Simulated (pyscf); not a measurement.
A first-order saddle from PySCF, ωB97X-D3(BJ)/def2-SVP:

```xyz
18

C     -0.3582    -0.4618    -1.7353
C     -1.2310    -0.9427    -0.5865
O     -1.8958     0.1333     0.0279
Si    -1.5702     0.8802     1.4874
H      0.1359    -1.3093    -2.2371
H      0.4149     0.2303    -1.3689
H     -0.9745     0.0732    -2.4740
H     -1.9979    -1.6423    -0.9619
H     -0.6300    -1.5201     0.1449
H     -0.7158     2.1050     2.3958
H     -2.6331     1.9143     1.3596
H     -1.7721    -0.0411     2.6388
O      0.3578     0.6699     1.2890
Si     1.4806    -0.5619     1.5709
H      0.1055     1.5577     2.0029
H      0.8284    -1.6764     2.3126
H      2.5830     0.0134     2.3883
H      2.0103    -1.0529     0.2726
```
Charge 0, spin multiplicity 1.

Surface: singlet, charge 0. Lowest wavenumbers (cm⁻¹): 1307i, 52, 106, 118, 131.

Problem. Which two sides does it connect, and which bonds change?

Solution. H₃C–CH₂–O–SiH₃ + silanol (HO–SiH₃) <-> H₃C–CH₂–O–SiH₂–O–SiH₃ + hydrogen (H₂), a four-centre exchange read from left to right: H–Si, H–O broken and O–Si, H–H formed. At ωB97M-D3(BJ)/def2-TZVP it lies +31.5 kcal/mol from the left side and +57.7 kcal/mol from the right (each side as separated species at their lowest minima found). H₃C–CH₂–O–SiH₃ lies 18.1 kcal/mol over its isomer H₃C–CH₂–SiH₂–OH (electronic energy, ωB97M-D3(BJ)/def2-TZVP). One saddle was located; it need not be the lowest between these sides.
